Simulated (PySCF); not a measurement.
Gas-phase reaction: 3 SiH2(NH2)2 → 2 HSiNH2 + SiH4 + 4 NH2

Computed with PySCF and rigid-rotor harmonic-oscillator thermochemistry at 1 bar. † marks an energy on the PBE0/def2-TZVP geometry and frequencies; other levels use their own. MP2 and CCSD(T) freeze the core. 6-31G* has spherical d functions here. Open shells (unrestricted): NH2 (multiplicity 2); the rest are closed-shell singlets. B3LYP is the form with VWN-RPA correlation. No R ln 2 is added for the mirror-image form of SiH2(NH2)2. SiH2(NH2)2, HSiNH2: computed as isolated molecules; such fragments, hydroxides, amides, oligomers or adducts are transient or little studied in the gas. MP2 isn't extrapolated to the basis-set limit; its ΔH°(298 K) is 1414.0 kJ in def2-SVP and 1520.5 kJ in def2-TZVPP. CCSD(T) isn't extrapolated to the basis-set limit; its ΔH°(298 K) is 1295.3 kJ in def2-SVP and 1397.7 kJ in def2-TZVPP. The harmonic model lacks anharmonicity and excited electronic states, which grow with temperature; levels with a mode under 35 cm⁻¹ are left out. Internal rotation in SiH2(NH2)2, HSiNH2 is treated as a harmonic vibration of one conformer, which makes the entropy rough.

```
level                ΔE electronic, kJ  ΔH°(298 K), kJ  ΔS°(298 K), J/K  ΔG°(2500 K), kJ
-------------------  -----------------  --------------  ---------------  ---------------
B3LYP/6-31G*                      1361            1294              611             -128
B3LYP/def2-TZVP†                  1416            1350              605              -53
BLYP/def2-TZVP†                   1365            1300              605             -103
CCSD(T)/def2-SVP†                 1361            1295              605             -108
CCSD(T)/def2-TZVPP†               1463            1398              605               -5
MP2/def2-SVP†                     1479            1414              605               11
MP2/def2-TZVPP†                   1586            1521              605              118
PBE/def2-SVP                      1444            1379              610              -34
PBE/def2-TZVP†                    1461            1396              605               -7
PBE0/def2-QZVP†                   1479            1414              605               11
r2SCAN/def2-TZVP†                 1474            1408              605                5
```
ΔH° is lowest at B3LYP/6-31G* and highest at MP2/def2-TZVPP†. No reference value is set beside these.
